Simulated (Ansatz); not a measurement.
Reaction (SMILES): C#N (CH-N) → [C]#N (C-N) + H atom
B3LYP-D3(BJ)/def2-TZVP geometries, fixed; electronic energies without zero-point terms.
Largest species:
```
C
N 1 1.1462
H 1 1.0667 2 180.00
```
Charge 0, spin multiplicity 1.

Basis-set convergence of the bond dissociation energy at wB97M-V with Ansatz (a quantum-chemistry and plane-wave program). Cartesian d functions, on some or all atoms, in 6-31G*, 6-31+G*; all else is spherical. The program fits the integrals of some runs and decomposes those of others, by size. Open shells are unrestricted. The functional holds VV10 correlation; no added dispersion term, no relativity. Functions are those of the species that has most. Reference: the value in pcseg-4, 137.71 kcal/mol, itself unsure by roughly 0.03 kcal/mol (its mean distance from aug-pcseg-3, aug-cc-pVQZ, cc-pV5Z). Deviations are taken from unrounded values.

| basis | functions | bond dissociation energy (kcal/mol) |
|---|---|---|
| 6-31G* | 32 | 137.12 |
| 6-31+G* | 40 | 137.30 |
| cc-pVDZ | 33 | 136.24 |
| aug-cc-pVDZ | 55 | 136.14 |
| def2-SVP | 33 | 137.97 |
| def2-SVPD | 48 | 138.83 |
| pcseg-1 | 33 | 135.80 |
| aug-pcseg-1 | 55 | 135.94 |
| 6-311G** | 42 | 137.17 |
| 6-311+G** | 50 | 137.45 |
| def2-TZVP | 68 | 137.53 |
| def2-TZVPD | 83 | 137.57 |
| cc-pVTZ | 74 | 137.74 |
| aug-cc-pVTZ | 115 | 137.70 |
| pcseg-2 | 74 | 137.87 |
| aug-pcseg-2 | 115 | 137.84 |
| def2-TZVPP | 76 | 137.82 |
| def2-TZVPPD | 91 | 137.85 |
| cc-pVQZ | 140 | 137.71 |
| aug-cc-pVQZ | 206 | 137.64 |
| def2-QZVPP | 144 | 137.69 |
| def2-QZVPPD | 159 | 137.64 |
| pcseg-3 | 153 | 137.75 |
| aug-pcseg-3 | 219 | 137.73 |

What the diffuse functions change, pair by pair:
- 6-31G* to 6-31+G*: 8 more functions, deviation -0.59 to -0.41 kcal/mol
- cc-pVDZ to aug-cc-pVDZ: 22 more functions, deviation -1.48 to -1.57 kcal/mol
- def2-SVP to def2-SVPD: 15 more functions, deviation 0.26 to 1.12 kcal/mol
- pcseg-1 to aug-pcseg-1: 22 more functions, deviation -1.91 to -1.77 kcal/mol
- 6-311G** to 6-311+G**: 8 more functions, deviation -0.54 to -0.26 kcal/mol
- def2-TZVP to def2-TZVPD: 15 more functions, deviation -0.18 to -0.14 kcal/mol
- cc-pVTZ to aug-cc-pVTZ: 41 more functions, deviation 0.03 to -0.01 kcal/mol
- pcseg-2 to aug-pcseg-2: 41 more functions, deviation 0.16 to 0.13 kcal/mol
- def2-TZVPP to def2-TZVPPD: 15 more functions, deviation 0.11 to 0.14 kcal/mol
- cc-pVQZ to aug-cc-pVQZ: 66 more functions, deviation 0.00 to -0.07 kcal/mol
- def2-QZVPP to def2-QZVPPD: 15 more functions, deviation -0.03 to -0.07 kcal/mol
- pcseg-3 to aug-pcseg-3: 66 more functions, deviation 0.04 to 0.02 kcal/mol

They bring the value nearer the reference by more than 0.03 kcal/mol in 5 of 12 pairs.
